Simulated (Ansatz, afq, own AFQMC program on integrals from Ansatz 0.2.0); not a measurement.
## BH4⁺, singlet: AFQMC among the cluster methods

```yaml
atoms:
  - { symbol: B, position_ang: [0.0024, 0.0966, -0.0978] }
  - { symbol: H, position_ang: [-0.0132, 0.9580, 0.7520] }
  - { symbol: H, position_ang: [-0.0546, -2.1755, 2.2042] }
  - { symbol: H, position_ang: [0.0237, 0.9465, -0.9590] }
  - { symbol: H, position_ang: [0.0180, -0.7649, -0.9477] }
```

Basis cc-pVDZ. Only valence electrons are correlated. Ansatz 0.2.0 and our own AFQMC program on the same integrals; the CISD trial comes from CCSD amplitudes, and released means the phaseless constraint is let go. Error bars are statistical, one sigma.

Determinant: RHF, the one that the program's search chose, which needn't be the lowest solution. The geometry is a point of a scan.

Full CI on the same integrals is exact in this basis and with this determinant's frozen core.

Cautions: restricted determinant unstable towards unrestricted (UHF 2.50 eV lower, ⟨S²⟩ 1.00); strong correlation (T1 0.184, weight of the determinant 0.55, largest double 0.77); (T) is large, 13 % of the CCSD correlation; CCSD(T) is in doubt: in a space of 6 electrons in 8 natural orbitals full CI lies 253 meV above it; the CCSDT(Q) amplitudes may be one of several solutions (largest double 0.92); the CCSDTQ amplitudes may be one of several solutions (largest double 0.92); the released energies are still falling, so no released level is given (meV from the phaseless value at times in 1/Eh: -9 ± 3 at 0.24, -21 ± 3 at 0.51, -36 ± 4 at 0.99, -44 ± 4 at 1.62, -73 ± 5 at 2.40); the next higher spin lies close (full CI puts it 117 meV above).

- T1 diagnostic: 0.1838
- weight of the determinant in the CISD state: 0.547
- size of the correlated space: 6 electrons in 33 orbitals

Reference: full CI, correlation energy -5.075 eV. The cautions show a poor starting determinant, so the rows tell how each method copes with it here, and full CI is the sure value.

| level | E − E(reference) (mEh) | share of correlation (%) |
| --- | --- | --- |
| HF | 186.49 | 0.00 |
| MP2 | 60.70 | 67.45 |
| CCSD | 12.35 | 93.38 |
| CCSD(T) | -11.13 | 105.97 |
| CCSDT | 0.35 | 99.81 |
| CCSDT(Q) | -0.06 | 100.03 |
| CCSDTQ | 0.01 | 100.00 |
| ph-AFQMC/CISD | 8.75 ± 0.17 | 95.31 |

CCSDT and higher add their correlation energy to the determinant of the CCSD(T) run, since their own runs factorise the integrals more tightly (a shift of under 2 meV). A walk keeps the symmetry of its determinant, which the program's search chose and which needn't be the lowest solution, so a lower state of the same spin and another symmetry isn't excluded.
